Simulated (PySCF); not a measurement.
difluorosilane, F2H2Si, SMILES F[SiH2]F, point group C2v.

Force field and properties: B3LYP/pcSseg-2 (PySCF, grid level 2). Vibrational terms come from second-order perturbation theory with semi-diagonal cubic constants, by steps of ±0.6 along the normal coordinates of each isotopologue. The parent has the commonest isotopes.

Equilibrium geometry (Å):

```
atom        x        y        z
  F1  -1.2470  -0.9207  -0.0465
 Si2   0.0055   0.0578  -0.0043
  F3   1.3139  -0.8062  -0.2688
  H4  -0.1324   1.0382  -1.0896
  H5   0.0944   0.6423   1.3404
```

(1) How much do zero-point and thermal motion change the parent's shieldings?

(2) And the bond lengths, in the parent and with ²H at 4?

The study (75 SCF points, 143 basis functions) took 5.9 min on 1 thread of AMD EPYC 7B13 (shared host) (rough), peak memory 0.59 GiB, launched as `OMP_NUM_THREADS=1 python ens_run.py task.json out`.

Results:

(1) 
```
atom  σe (ppm)  anharmonic part, 0 K  harmonic part, 0 K  Δσ at 0 K  Δσ at 200 K  Δσ at 350 K
  F1    327.91                 -0.77               -4.12      -4.89        -5.07        -5.58
 Si2    358.29                 -0.03               -1.87      -1.90        -2.02        -2.25
  H4     26.52                 -0.12               -0.24      -0.36        -0.36        -0.38
```

(2) 
```
  bond  re (Å)  ⟨r⟩ at 0 K  between mean positions  ⟨r⟩, labelled
F1–Si2  1.5900      1.5956                  1.5947         1.5956
Si2–H4  1.4690      1.4903                  1.4772         1.4843
```
